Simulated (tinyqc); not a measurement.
Worked calculation (part 1 of 2): UKS/PBE0 in the sto-6g basis, for CH, spin multiplicity 4. Computed by tinyqc, a small Python program that keeps every step (integrals from PySCF). Settings: charge = 0, multiplicity = 4, basis = sto-6g, energy threshold = 1e-10, iteration cap = 80, orthogonalisation = symmetric, start = core, DIIS depth = 4, DIIS from iteration = 2, method = UKS, functional = pbe0, grid = [40, 50]. Command: `OMP_NUM_THREADS=1 python tinyqc.py 25563 25564 out.jsonl` (the two numbers bound the seeds that draw the settings). One thread of a shared host (Intel(R) Xeon(R) Processor @ 2.60GHz), about 2 s of CPU time with the checks. Later iterations appear only in the table of the cycle.

## One-electron integrals

Geometry (angstrom):
```
atom       x       y       z
C     0.0000  0.0000  0.0000
H     0.0000  0.0000  1.9200
```

Basis sto-6g: exponents (1/bohr^2) and contraction coefficients of normalised primitives:
```
element  l (shell)  exponent  coefficient
C            s (1)  742.7370       0.0092
C            s (1)  136.1800       0.0494
C            s (1)   38.0983       0.1685
C            s (1)   13.0878       0.3706
C            s (1)    5.0824       0.4165
C            s (1)    2.0932       0.1303
C            s (2)   30.4972      -0.0133
C            s (2)    6.0362      -0.0470
C            s (2)    1.8760      -0.0338
C            s (2)    0.7218       0.2502
C            s (2)    0.3135       0.5951
C            s (2)    0.1437       0.2407
C            p (3)   30.4972       0.0038
C            p (3)    6.0362       0.0377
C            p (3)    1.8760       0.1739
C            p (3)    0.7218       0.4180
C            p (3)    0.3135       0.4259
C            p (3)    0.1437       0.1017
H            s (1)   35.5232       0.0092
H            s (1)    6.5131       0.0494
H            s (1)    1.8221       0.1685
H            s (1)    0.6260       0.3706
H            s (1)    0.2431       0.4165
H            s (1)    0.1001       0.1303
```

Overlap, kinetic and nuclear-attraction integrals over the contracted functions; the nuclear repulsion is the sum of Za Zb / Rab.

nuclear repulsion = 1.653679 hartree

overlap S, order 1C 1s, 1C 2s, 1C 2px, 1C 2py, 1C 2pz, 2H 1s:
$$\begin{pmatrix}
1.0000 & 0.2432 & 0.0000 & 0.0000 & 0.0000 & 0.0096 \\
0.2432 & 1.0000 & 0.0000 & 0.0000 & 0.0000 & 0.1501 \\
0.0000 & 0.0000 & 1.0000 & 0.0000 & 0.0000 & 0.0000 \\
0.0000 & 0.0000 & 0.0000 & 1.0000 & 0.0000 & 0.0000 \\
0.0000 & 0.0000 & 0.0000 & 0.0000 & 1.0000 & 0.1769 \\
0.0096 & 0.1501 & 0.0000 & 0.0000 & 0.1769 & 1.0000
\end{pmatrix}$$

kinetic energy T (hartree), order 1C 1s, 1C 2s, 1C 2px, 1C 2py, 1C 2pz, 2H 1s:
$$\begin{pmatrix}
16.0686 & -0.4928 & 0.0000 & 0.0000 & 0.0000 & -0.0039 \\
-0.4928 & 0.4924 & 0.0000 & 0.0000 & 0.0000 & -0.0121 \\
0.0000 & 0.0000 & 1.4792 & 0.0000 & 0.0000 & 0.0000 \\
0.0000 & 0.0000 & 0.0000 & 1.4792 & 0.0000 & 0.0000 \\
0.0000 & 0.0000 & 0.0000 & 0.0000 & 1.4792 & 0.0108 \\
-0.0039 & -0.0121 & 0.0000 & 0.0000 & 0.0108 & 0.7685
\end{pmatrix}$$

nuclear attraction V (hartree), order 1C 1s, 1C 2s, 1C 2px, 1C 2py, 1C 2pz, 2H 1s:
$$\begin{pmatrix}
-34.2836 & -3.6855 & 0.0000 & 0.0000 & -0.0058 & -0.1616 \\
-3.6855 & -5.4357 & 0.0000 & 0.0000 & -0.0635 & -0.5514 \\
0.0000 & 0.0000 & -5.4250 & 0.0000 & 0.0000 & 0.0000 \\
0.0000 & 0.0000 & 0.0000 & -5.4250 & 0.0000 & 0.0000 \\
-0.0058 & -0.0635 & 0.0000 & 0.0000 & -5.4564 & -0.5938 \\
-0.1616 & -0.5514 & 0.0000 & 0.0000 & -0.5938 & -2.8921
\end{pmatrix}$$

core Hamiltonian H = T + V (hartree), order 1C 1s, 1C 2s, 1C 2px, 1C 2py, 1C 2pz, 2H 1s:
$$\begin{pmatrix}
-18.2149 & -4.1782 & 0.0000 & 0.0000 & -0.0058 & -0.1655 \\
-4.1782 & -4.9433 & 0.0000 & 0.0000 & -0.0635 & -0.5635 \\
0.0000 & 0.0000 & -3.9457 & 0.0000 & 0.0000 & 0.0000 \\
0.0000 & 0.0000 & 0.0000 & -3.9457 & 0.0000 & 0.0000 \\
-0.0058 & -0.0635 & 0.0000 & 0.0000 & -3.9772 & -0.5830 \\
-0.1655 & -0.5635 & 0.0000 & 0.0000 & -0.5830 & -2.1236
\end{pmatrix}$$

## Two-electron integrals

Functions are numbered as in S; the eight-fold symmetry (ij|kl) = (ji|kl) = (kl|ij) leaves the list below.

Two-electron integrals (ij|kl) in chemists' order, unique and non-zero (hartree):
```
(11|11) 3.5437     (21|11) 0.5295     (21|21) 0.1003     (22|11) 0.8536
(22|21) 0.1999     (22|22) 0.6248     (31|31) 0.0213     (32|31) 0.0319
(32|32) 0.1381     (33|11) 0.8536     (33|21) 0.1999     (33|22) 0.6248
(33|33) 0.6732     (41|41) 0.0213     (42|41) 0.0319     (42|42) 0.1381
(43|43) 0.0363     (44|11) 0.8536     (44|21) 0.1999     (44|22) 0.6248
(44|33) 0.6007     (44|44) 0.6732     (51|51) 0.0213     (52|51) 0.0319
(52|52) 0.1381     (53|53) 0.0363     (54|54) 0.0363     (55|11) 0.8536
(55|21) 0.1999     (55|22) 0.6248     (55|33) 0.6007     (55|44) 0.6007
(55|55) 0.6732     (61|11) 0.0217     (61|21) 0.0040     (61|22) 0.0078
(61|33) 0.0078     (61|44) 0.0078     (61|51) 2.63e-04   (61|52) 0.0005
(61|55) 0.0079     (61|61) 1.61e-04   (62|11) 0.0777     (62|21) 0.0186
(62|22) 0.0676     (62|33) 0.0659     (62|44) 0.0659     (62|51) 0.0018
(62|52) 0.0141     (62|55) 0.0711     (62|61) 0.0008     (62|62) 0.0119
(63|31) 0.0016     (63|32) 0.0091     (63|53) 0.0025     (63|63) 0.0011
(64|41) 0.0016     (64|42) 0.0091     (64|54) 0.0025     (64|64) 0.0011
(65|11) 0.0792     (65|21) 0.0192     (65|22) 0.0731     (65|33) 0.0699
(65|44) 0.0699     (65|51) 0.0031     (65|52) 0.0224     (65|55) 0.0795
(65|61) 0.0008     (65|62) 0.0151     (65|65) 0.0199     (66|11) 0.2754
(66|21) 0.0670     (66|22) 0.2741     (66|33) 0.2646     (66|44) 0.2646
(66|51) 0.0057     (66|52) 0.0614     (66|55) 0.2931     (66|61) 0.0027
(66|62) 0.0715     (66|65) 0.0983     (66|66) 0.7750
```

## Orthogonalisation

S = U s U^T; symmetric (Loewdin) form X = U s^(-1/2) U^T, so that X^T S X = 1.

eigenvalues of S: [0.6996, 0.8541, 1.0000, 1.0000, 1.1364, 1.3099]

X, order 1C 1s, 1C 2s, 1C 2px, 1C 2py, 1C 2pz, 2H 1s:
$$\begin{pmatrix}
1.0234 & -0.1277 & 0.0000 & 0.0000 & -0.0015 & 0.0098 \\
-0.1277 & 1.0326 & 0.0000 & 0.0000 & 0.0107 & -0.0798 \\
0.0000 & 0.0000 & 1.0000 & 0.0000 & 0.0000 & 0.0000 \\
0.0000 & 0.0000 & 0.0000 & 1.0000 & 0.0000 & 0.0000 \\
-0.0015 & 0.0107 & 0.0000 & 0.0000 & 1.0122 & -0.0916 \\
0.0098 & -0.0798 & 0.0000 & 0.0000 & -0.0916 & 1.0212
\end{pmatrix}$$

## Starting guess

The start is the orbitals of the core Hamiltonian; D(s) = C_occ C_occ^T for each spin.

D(alpha) at the start, order 1C 1s, 1C 2s, 1C 2px, 1C 2py, 1C 2pz, 2H 1s:
$$\begin{pmatrix}
1.0635 & -0.2617 & 0.0000 & 0.0000 & -0.0037 & 0.0148 \\
-0.2617 & 1.0775 & 0.0000 & 0.0000 & 0.0173 & -0.0566 \\
0.0000 & 0.0000 & 1.0000 & 0.0000 & 0.0000 & 0.0000 \\
0.0000 & 0.0000 & 0.0000 & 1.0000 & 0.0000 & 0.0000 \\
-0.0037 & 0.0173 & 0.0000 & 0.0000 & 1.0204 & -0.0717 \\
0.0148 & -0.0566 & 0.0000 & 0.0000 & -0.0717 & 0.0079
\end{pmatrix}$$

D(beta) at the start, order 1C 1s, 1C 2s, 1C 2px, 1C 2py, 1C 2pz, 2H 1s:
$$\begin{pmatrix}
1.0602 & -0.2470 & 0.0000 & 0.0000 & -0.0598 & 0.0179 \\
-0.2470 & 1.0126 & 0.0000 & 0.0000 & 0.2658 & -0.0705 \\
0.0000 & 0.0000 & 0.0000 & 0.0000 & 0.0000 & 0.0000 \\
0.0000 & 0.0000 & 0.0000 & 0.0000 & 0.0000 & 0.0000 \\
-0.0598 & 0.2658 & 0.0000 & 0.0000 & 0.0698 & -0.0185 \\
0.0179 & -0.0705 & 0.0000 & 0.0000 & -0.0185 & 0.0049
\end{pmatrix}$$

## Iteration 1: exchange-correlation on the grid

Becke grid with 40 radial and 50 angular points per atom, points of zero weight dropped. rho = sum D_ij phi_i phi_j; V_xc,ij = sum w v_xc phi_i phi_j plus the gradient terms; v_xc is d(rho eps)/d rho(s) for spin s at fixed gradient. Exact exchange is left to K.

The 12 grid points with the largest w rho, of 3981 (bohr, atomic units):
```
x              y       z       w  rho(alpha)  rho(beta)   eps_xc  v_xc(alpha)
-0.9761   0.0000  0.9761  0.1086      0.1080     0.0456  -0.3615      -0.4851
0.0000   -0.9761  0.9761  0.1086      0.1080     0.0456  -0.3615      -0.4851
0.0000    0.9761  0.9761  0.1086      0.1080     0.0456  -0.3615      -0.4851
0.9761    0.0000  0.9761  0.1086      0.1080     0.0456  -0.3615      -0.4851
-0.8404   0.0000  0.8404  0.0727      0.1550     0.0651  -0.4021      -0.5492
0.0000   -0.8404  0.8404  0.0727      0.1550     0.0651  -0.4021      -0.5492
0.0000    0.8404  0.8404  0.0727      0.1550     0.0651  -0.4021      -0.5492
0.8404    0.0000  0.8404  0.0727      0.1550     0.0651  -0.4021      -0.5492
-1.1267   0.0000  1.1267  0.1587      0.0691     0.0292  -0.3180      -0.4138
0.0000   -1.1267  1.1267  0.1587      0.0691     0.0292  -0.3180      -0.4138
0.0000    1.1267  1.1267  0.1587      0.0691     0.0292  -0.3180      -0.4138
1.1267    0.0000  1.1267  0.1587      0.0691     0.0292  -0.3180      -0.4138
```

electrons on the grid, sum of w rho = 7.0000

E_xc = sum of w rho eps_xc = -4.528052 hartree

V_xc(alpha) (hartree), order 1C 1s, 1C 2s, 1C 2px, 1C 2py, 1C 2pz, 2H 1s:
$$\begin{pmatrix}
-1.7439 & -0.2287 & 0.0000 & 0.0000 & -0.0004 & -0.0097 \\
-0.2287 & -0.4815 & 0.0000 & 0.0000 & -0.0033 & -0.0415 \\
0.0000 & 0.0000 & -0.4816 & 0.0000 & 0.0000 & 0.0000 \\
0.0000 & 0.0000 & 0.0000 & -0.4816 & 0.0000 & 0.0000 \\
-0.0004 & -0.0033 & 0.0000 & 0.0000 & -0.4812 & -0.0410 \\
-0.0097 & -0.0415 & 0.0000 & 0.0000 & -0.0410 & -0.0969
\end{pmatrix}$$

V_xc(beta) (hartree), order 1C 1s, 1C 2s, 1C 2px, 1C 2py, 1C 2pz, 2H 1s:
$$\begin{pmatrix}
-1.7169 & -0.2100 & 0.0000 & 0.0000 & -0.0035 & -0.0091 \\
-0.2100 & -0.3677 & 0.0000 & 0.0000 & -0.0368 & -0.0341 \\
0.0000 & 0.0000 & -0.3683 & 0.0000 & 0.0000 & 0.0000 \\
0.0000 & 0.0000 & 0.0000 & -0.3683 & 0.0000 & 0.0000 \\
-0.0035 & -0.0368 & 0.0000 & 0.0000 & -0.3666 & -0.0351 \\
-0.0091 & -0.0341 & 0.0000 & 0.0000 & -0.0351 & -0.0805
\end{pmatrix}$$

## Iteration 1: building the Kohn-Sham matrix

J_ij = sum D_kl (ij|kl) with D = D(alpha) + D(beta), K_ij = sum D_kl (ik|jl) for each spin; F = H + J - 0.25 K(s) + V_xc; E = tr D H + tr D J / 2 - 0.125 sum_s tr D(s) K(s) + E_xc + E_nn.

Coulomb J (hartree), order 1C 1s, 1C 2s, 1C 2px, 1C 2py, 1C 2pz, 2H 1s:
$$\begin{pmatrix}
11.3801 & 2.0510 & 0.0000 & 0.0000 & 0.0144 & 0.0825 \\
2.0510 & 4.8200 & 0.0000 & 0.0000 & 0.0674 & 0.4997 \\
0.0000 & 0.0000 & 4.8187 & 0.0000 & 0.0000 & 0.0000 \\
0.0000 & 0.0000 & 0.0000 & 4.8187 & 0.0000 & 0.0000 \\
0.0144 & 0.0674 & 0.0000 & 0.0000 & 4.8226 & 0.5341 \\
0.0825 & 0.4997 & 0.0000 & 0.0000 & 0.5341 & 1.9466
\end{pmatrix}$$

exchange K(alpha) (hartree), order 1C 1s, 1C 2s, 1C 2px, 1C 2py, 1C 2pz, 2H 1s:
$$\begin{pmatrix}
3.6643 & 0.6247 & 0.0000 & 0.0000 & 0.0001 & 0.0280 \\
0.6247 & 1.0835 & 0.0000 & 0.0000 & 0.0012 & 0.0926 \\
0.0000 & 0.0000 & 0.9000 & 0.0000 & 0.0000 & 0.0000 \\
0.0000 & 0.0000 & 0.0000 & 0.9000 & 0.0000 & 0.0000 \\
0.0001 & 0.0012 & 0.0000 & 0.0000 & 0.9006 & 0.0767 \\
0.0280 & 0.0926 & 0.0000 & 0.0000 & 0.0767 & 0.0196
\end{pmatrix}$$

exchange K(beta) (hartree), order 1C 1s, 1C 2s, 1C 2px, 1C 2py, 1C 2pz, 2H 1s:
$$\begin{pmatrix}
3.5988 & 0.5300 & 0.0000 & 0.0000 & 0.0091 & 0.0228 \\
0.5300 & 0.6406 & 0.0000 & 0.0000 & 0.1815 & 0.0697 \\
0.0000 & 0.0000 & 0.1479 & 0.0000 & 0.0000 & 0.0000 \\
0.0000 & 0.0000 & 0.0000 & 0.1479 & 0.0000 & 0.0000 \\
0.0091 & 0.1815 & 0.0000 & 0.0000 & 0.1878 & 0.0331 \\
0.0228 & 0.0697 & 0.0000 & 0.0000 & 0.0331 & 0.0113
\end{pmatrix}$$

F(alpha) (hartree), order 1C 1s, 1C 2s, 1C 2px, 1C 2py, 1C 2pz, 2H 1s:
$$\begin{pmatrix}
-9.4948 & -2.5121 & 0.0000 & 0.0000 & 0.0083 & -0.0997 \\
-2.5121 & -0.8757 & 0.0000 & 0.0000 & 0.0002 & -0.1284 \\
0.0000 & 0.0000 & 0.1664 & 0.0000 & 0.0000 & 0.0000 \\
0.0000 & 0.0000 & 0.0000 & 0.1664 & 0.0000 & 0.0000 \\
0.0083 & 0.0002 & 0.0000 & 0.0000 & 0.1390 & -0.1090 \\
-0.0997 & -0.1284 & 0.0000 & 0.0000 & -0.1090 & -0.2787
\end{pmatrix}$$

F(beta) (hartree), order 1C 1s, 1C 2s, 1C 2px, 1C 2py, 1C 2pz, 2H 1s:
$$\begin{pmatrix}
-9.4514 & -2.4697 & 0.0000 & 0.0000 & 0.0029 & -0.0978 \\
-2.4697 & -0.6512 & 0.0000 & 0.0000 & -0.0784 & -0.1153 \\
0.0000 & 0.0000 & 0.4677 & 0.0000 & 0.0000 & 0.0000 \\
0.0000 & 0.0000 & 0.0000 & 0.4677 & 0.0000 & 0.0000 \\
0.0029 & -0.0784 & 0.0000 & 0.0000 & 0.4319 & -0.0922 \\
-0.0978 & -0.1153 & 0.0000 & 0.0000 & -0.0922 & -0.2603
\end{pmatrix}$$

total energy of this density = -37.711581 hartree

## Iteration 1: diagonalisation and new density

Diagonalise F' = X^T F X, C = X C', fill 5 alpha and 2 beta electrons from the bottom; D(s) = C_occ C_occ^T. Each column has its largest component positive (the first on a tie).

F' = X^T F X (alpha) (hartree):
$$\begin{pmatrix}
-9.3039 & -1.3336 & 0.0000 & 0.0000 & 0.0033 & 0.0138 \\
-1.3336 & -0.4085 & 0.0000 & 0.0000 & 0.0145 & -0.0694 \\
0.0000 & 0.0000 & 0.1664 & 0.0000 & 0.0000 & 0.0000 \\
0.0000 & 0.0000 & 0.0000 & 0.1664 & 0.0000 & 0.0000 \\
0.0033 & 0.0145 & 0.0000 & 0.0000 & 0.1605 & -0.1021 \\
0.0138 & -0.0694 & 0.0000 & 0.0000 & -0.1021 & -0.2528
\end{pmatrix}$$

orbital energies (alpha) (hartree): MO1 -9.4995, MO2 -0.3183, MO3 -0.1735, MO4 0.1664, MO5 0.1664, MO6 0.1866

coefficients C (alpha), order 1C 1s, 1C 2s, 1C 2px, 1C 2py, 1C 2pz, 2H 1s:
$$\begin{pmatrix}
0.9940 & -0.1388 & -0.2362 & 0.0000 & 0.0000 & -0.0241 \\
0.0236 & 0.4922 & 0.9135 & 0.0000 & 0.0000 & 0.1080 \\
0.0000 & 0.0000 & 0.0000 & 0.2219 & 0.9751 & 0.0000 \\
0.0000 & 0.0000 & 0.0000 & 0.9751 & -0.2219 & 0.0000 \\
-0.0005 & 0.0932 & -0.1366 & 0.0000 & 0.0000 & 1.0029 \\
-0.0023 & 0.7890 & -0.5670 & 0.0000 & 0.0000 & -0.3372
\end{pmatrix}$$

F' = X^T F X (beta) (hartree):
$$\begin{pmatrix}
-9.2659 & -1.3231 & 0.0000 & 0.0000 & 0.0077 & 0.0131 \\
-1.3231 & -0.1834 & 0.0000 & 0.0000 & -0.0639 & -0.0675 \\
0.0000 & 0.0000 & 0.4677 & 0.0000 & 0.0000 & 0.0000 \\
0.0000 & 0.0000 & 0.0000 & 0.4677 & 0.0000 & 0.0000 \\
0.0077 & -0.0639 & 0.0000 & 0.0000 & 0.4559 & -0.1070 \\
0.0131 & -0.0675 & 0.0000 & 0.0000 & -0.1070 & -0.2361
\end{pmatrix}$$

orbital energies (beta) (hartree): MO1 -9.4547, MO2 -0.2740, MO3 0.0211, MO4 0.4677, MO5 0.4677, MO6 0.4782

coefficients C (beta), order 1C 1s, 1C 2s, 1C 2px, 1C 2py, 1C 2pz, 2H 1s:
$$\begin{pmatrix}
0.9951 & -0.0640 & -0.2620 & 0.0000 & 0.0000 & 0.0279 \\
0.0195 & 0.2075 & 1.0179 & 0.0000 & 0.0000 & -0.0973 \\
0.0000 & 0.0000 & 0.0000 & 0.9872 & 0.1597 & 0.0000 \\
0.0000 & 0.0000 & 0.0000 & -0.1597 & 0.9872 & 0.0000 \\
0.0002 & 0.0810 & 0.1086 & 0.0000 & 0.0000 & 1.0073 \\
-0.0020 & 0.9323 & -0.3742 & 0.0000 & 0.0000 & -0.2204
\end{pmatrix}$$

D(alpha) after iteration 1, order 1C 1s, 1C 2s, 1C 2px, 1C 2py, 1C 2pz, 2H 1s:
$$\begin{pmatrix}
1.0632 & -0.2607 & 0.0000 & 0.0000 & 0.0188 & 0.0222 \\
-0.2607 & 1.0773 & 0.0000 & 0.0000 & -0.0789 & -0.1297 \\
0.0000 & 0.0000 & 1.0000 & 0.0000 & 0.0000 & 0.0000 \\
0.0000 & 0.0000 & 0.0000 & 1.0000 & 0.0000 & 0.0000 \\
0.0188 & -0.0789 & 0.0000 & 0.0000 & 0.0273 & 0.1510 \\
0.0222 & -0.1297 & 0.0000 & 0.0000 & 0.1510 & 0.9441
\end{pmatrix}$$

D(beta) after iteration 1, order 1C 1s, 1C 2s, 1C 2px, 1C 2py, 1C 2pz, 2H 1s:
$$\begin{pmatrix}
0.9943 & 0.0062 & 0.0000 & 0.0000 & -0.0050 & -0.0616 \\
0.0062 & 0.0434 & 0.0000 & 0.0000 & 0.0168 & 0.1934 \\
0.0000 & 0.0000 & 0.0000 & 0.0000 & 0.0000 & 0.0000 \\
0.0000 & 0.0000 & 0.0000 & 0.0000 & 0.0000 & 0.0000 \\
-0.0050 & 0.0168 & 0.0000 & 0.0000 & 0.0066 & 0.0755 \\
-0.0616 & 0.1934 & 0.0000 & 0.0000 & 0.0755 & 0.8691
\end{pmatrix}$$

Within a degenerate level the vectors are fixed only up to a rotation; this is one choice.

## Iteration 2: exchange-correlation on the grid

As before.

The 12 grid points with the largest w rho, of 3981 (bohr, atomic units):
```
x              y       z       w  rho(alpha)  rho(beta)   eps_xc  v_xc(alpha)
0.9761   -0.9761  0.0000  0.1093      0.1069     0.0016  -0.3618      -0.4579
-0.9761   0.9761  0.0000  0.1093      0.1069     0.0016  -0.3618      -0.4579
-0.9761  -0.9761  0.0000  0.1093      0.1069     0.0016  -0.3618      -0.4579
0.9761    0.9761  0.0000  0.1093      0.1069     0.0016  -0.3618      -0.4579
0.8404   -0.8404  0.0000  0.0729      0.1531     0.0023  -0.4026      -0.5231
-0.8404   0.8404  0.0000  0.0729      0.1531     0.0023  -0.4026      -0.5231
-0.8404  -0.8404  0.0000  0.0729      0.1531     0.0023  -0.4026      -0.5231
0.8404    0.8404  0.0000  0.0729      0.1531     0.0023  -0.4026      -0.5231
1.1267   -1.1267  0.0000  0.1614      0.0686     0.0010  -0.3186      -0.3865
-1.1267  -1.1267  0.0000  0.1614      0.0686     0.0010  -0.3186      -0.3865
-1.1267   1.1267  0.0000  0.1614      0.0686     0.0010  -0.3186      -0.3865
1.1267    1.1267  0.0000  0.1614      0.0686     0.0010  -0.3186      -0.3865
```

electrons on the grid, sum of w rho = 7.0001

E_xc = sum of w rho eps_xc = -4.315850 hartree

V_xc(alpha) (hartree), order 1C 1s, 1C 2s, 1C 2px, 1C 2py, 1C 2pz, 2H 1s:
$$\begin{pmatrix}
-1.7349 & -0.2203 & 0.0000 & 0.0000 & 0.0011 & -0.0093 \\
-0.2203 & -0.4331 & 0.0000 & 0.0000 & 0.0033 & -0.0479 \\
0.0000 & 0.0000 & -0.4524 & 0.0000 & 0.0000 & 0.0000 \\
0.0000 & 0.0000 & 0.0000 & -0.4524 & 0.0000 & 0.0000 \\
0.0011 & 0.0033 & 0.0000 & 0.0000 & -0.3945 & -0.0538 \\
-0.0093 & -0.0479 & 0.0000 & 0.0000 & -0.0538 & -0.3907
\end{pmatrix}$$

V_xc(beta) (hartree), order 1C 1s, 1C 2s, 1C 2px, 1C 2py, 1C 2pz, 2H 1s:
$$\begin{pmatrix}
-1.6953 & -0.2024 & 0.0000 & 0.0000 & -0.0010 & -0.0087 \\
-0.2024 & -0.2768 & 0.0000 & 0.0000 & -0.0251 & -0.0397 \\
0.0000 & 0.0000 & -0.2769 & 0.0000 & 0.0000 & 0.0000 \\
0.0000 & 0.0000 & 0.0000 & -0.2769 & 0.0000 & 0.0000 \\
-0.0010 & -0.0251 & 0.0000 & 0.0000 & -0.2765 & -0.0500 \\
-0.0087 & -0.0397 & 0.0000 & 0.0000 & -0.0500 & -0.3852
\end{pmatrix}$$

## Iteration 2: building the Kohn-Sham matrix

As before.

Coulomb J (hartree), order 1C 1s, 1C 2s, 1C 2px, 1C 2py, 1C 2pz, 2H 1s:
$$\begin{pmatrix}
10.2578 & 1.8012 & 0.0000 & 0.0000 & 0.0086 & 0.0726 \\
1.8012 & 4.1637 & 0.0000 & 0.0000 & 0.1070 & 0.4967 \\
0.0000 & 0.0000 & 4.1682 & 0.0000 & 0.0000 & 0.0000 \\
0.0000 & 0.0000 & 0.0000 & 4.1682 & 0.0000 & 0.0000 \\
0.0086 & 0.1070 & 0.0000 & 0.0000 & 4.1548 & 0.5641 \\
0.0726 & 0.4967 & 0.0000 & 0.0000 & 0.5641 & 2.8300
\end{pmatrix}$$

exchange K(alpha) (hartree), order 1C 1s, 1C 2s, 1C 2px, 1C 2py, 1C 2pz, 2H 1s:
$$\begin{pmatrix}
3.6429 & 0.5937 & 0.0000 & 0.0000 & -0.0002 & 0.0258 \\
0.5937 & 0.9543 & 0.0000 & 0.0000 & -0.0383 & 0.1260 \\
0.0000 & 0.0000 & 0.8648 & 0.0000 & 0.0000 & 0.0000 \\
0.0000 & 0.0000 & 0.0000 & 0.8648 & 0.0000 & 0.0000 \\
-0.0002 & -0.0383 & 0.0000 & 0.0000 & 0.2829 & 0.1451 \\
0.0258 & 0.1260 & 0.0000 & 0.0000 & 0.1451 & 0.7559
\end{pmatrix}$$

exchange K(beta) (hartree), order 1C 1s, 1C 2s, 1C 2px, 1C 2py, 1C 2pz, 2H 1s:
$$\begin{pmatrix}
3.5336 & 0.5421 & 0.0000 & 0.0000 & 0.0000 & 0.0218 \\
0.5421 & 0.1666 & 0.0000 & 0.0000 & 0.0474 & 0.1276 \\
0.0000 & 0.0000 & 0.0324 & 0.0000 & 0.0000 & 0.0000 \\
0.0000 & 0.0000 & 0.0000 & 0.0324 & 0.0000 & 0.0000 \\
0.0000 & 0.0474 & 0.0000 & 0.0000 & 0.0695 & 0.1264 \\
0.0218 & 0.1276 & 0.0000 & 0.0000 & 0.1264 & 0.7171
\end{pmatrix}$$

F(alpha) (hartree), order 1C 1s, 1C 2s, 1C 2px, 1C 2py, 1C 2pz, 2H 1s:
$$\begin{pmatrix}
-10.6027 & -2.7458 & 0.0000 & 0.0000 & 0.0040 & -0.1087 \\
-2.7458 & -1.4512 & 0.0000 & 0.0000 & 0.0563 & -0.1462 \\
0.0000 & 0.0000 & -0.4462 & 0.0000 & 0.0000 & 0.0000 \\
0.0000 & 0.0000 & 0.0000 & -0.4462 & 0.0000 & 0.0000 \\
0.0040 & 0.0563 & 0.0000 & 0.0000 & -0.2876 & -0.1090 \\
-0.1087 & -0.1462 & 0.0000 & 0.0000 & -0.1090 & 0.1268
\end{pmatrix}$$

F(beta) (hartree), order 1C 1s, 1C 2s, 1C 2px, 1C 2py, 1C 2pz, 2H 1s:
$$\begin{pmatrix}
-10.5358 & -2.7151 & 0.0000 & 0.0000 & 0.0018 & -0.1071 \\
-2.7151 & -1.0980 & 0.0000 & 0.0000 & 0.0066 & -0.1384 \\
0.0000 & 0.0000 & -0.0626 & 0.0000 & 0.0000 & 0.0000 \\
0.0000 & 0.0000 & 0.0000 & -0.0626 & 0.0000 & 0.0000 \\
0.0018 & 0.0066 & 0.0000 & 0.0000 & -0.1162 & -0.1005 \\
-0.1071 & -0.1384 & 0.0000 & 0.0000 & -0.1005 & 0.1420
\end{pmatrix}$$

total energy of this density = -37.772124 hartree
